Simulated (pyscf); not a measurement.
# Four-centre exchange: H₂N–SiH(Cl)–Cl (SMILES N[SiH](Cl)Cl) + H₂O (SMILES O) → NH₃ (SMILES N) + HO–SiH(Cl)–Cl (SMILES O[SiH](Cl)Cl)

Gas phase, singlet surface, charge 0. Bonds broken: N1–Si2, O8–H9. Bonds formed: N1–H9, Si2–O8. Structures and frequencies: ωB97X-D3(BJ)/def2-SVP in PySCF.

Transition state (Å):

```xyz
10

N      0.1209     0.4607     0.6331
Si    -1.1969    -0.4584    -0.3132
Cl    -1.0648    -2.2180     0.8995
Cl    -3.0833     0.1613     0.2408
H      0.9695    -0.0821     0.7978
H     -0.2170     0.7892     1.5402
H     -0.9657    -1.1777    -1.5863
O     -0.8716     1.2076    -1.2678
H     -0.0345     1.2256    -0.3808
H     -0.6321     1.1594    -2.2008
```

One imaginary mode, 1201i cm⁻¹; descent along it reached the two sides named, in the forms told below.

| bond | change | reactant side (Å) | saddle | product side |
|---|---|---|---|---|
| N1–Si2 | breaks | 1.697 | 1.865 | 2.073 |
| O8–H9 | breaks | 0.965 | 1.220 | 2.567 |
| N1–H9 | forms | 3.5 | 1.280 | 1.022 |
| Si2–O8 | forms | 2.8 | 1.948 | 1.683 |

Electronic energies relative to the separated reactants (kJ/mol):

```
level                   barrier  reaction energy  reverse barrier
----------------------  -------  ---------------  ---------------
ωB97X-D3(BJ)/def2-TZVP     66.6            -43.9            110.5
PBE/def2-TZVP              53.2            -46.6             99.8
r²SCAN/def2-TZVP           57.1            -49.3            106.4
B3LYP-D3(BJ)/def2-TZVP     69.8            -46.6            116.4
PBE0-D3(BJ)/def2-TZVP      57.2            -43.2            100.4
M06-2X/def2-TZVP           64.3            -46.0            110.3
ωB97M-D3(BJ)/def2-TZVP     67.6            -45.7            113.3
HF/def2-TZVP              146.2            -50.8            197.0
```

With ωB97M-D3(BJ)/def2-TZVP energies and thermal terms (ideal gas, 1 atm, RRHO with modes under 100 cm⁻¹ raised to 100, one conformer, R ln 2 for chiral ones without a mode under 150 cm⁻¹), in kJ/mol:

```
T (K)   ΔH‡    ΔG‡     ΔH     ΔG
-----  ----  -----  -----  -----
298    64.4  113.7  -43.7  -42.3
600    63.7  164.2  -45.2  -40.1
900    65.7  214.0  -46.0  -37.4
1200   68.7  263.0  -46.3  -34.5
```

On the reactant side the descent ends in a complex (not fully relaxed), 28.3 kJ/mol under the separated species and 95.0 kJ/mol under the saddle at ωB97X-D3(BJ)/def2-TZVP. On the product side the descent ends in an adduct with a N–Si contact, 29.0 kJ/mol under the separated species and 139.5 kJ/mol under the saddle at ωB97X-D3(BJ)/def2-TZVP. What is counted as broken (N–Si) persists as a longer contact in the product adduct; parting that adduct is a step of its own. The same reactants have a lower exit, to H₂N–SiH(OH)–Cl + HCl (barrier +36.7 kJ/mol at ωB97M-D3(BJ)/def2-TZVP, against +67.6 kJ/mol here). One saddle was located; it need not be the lowest between these sides.
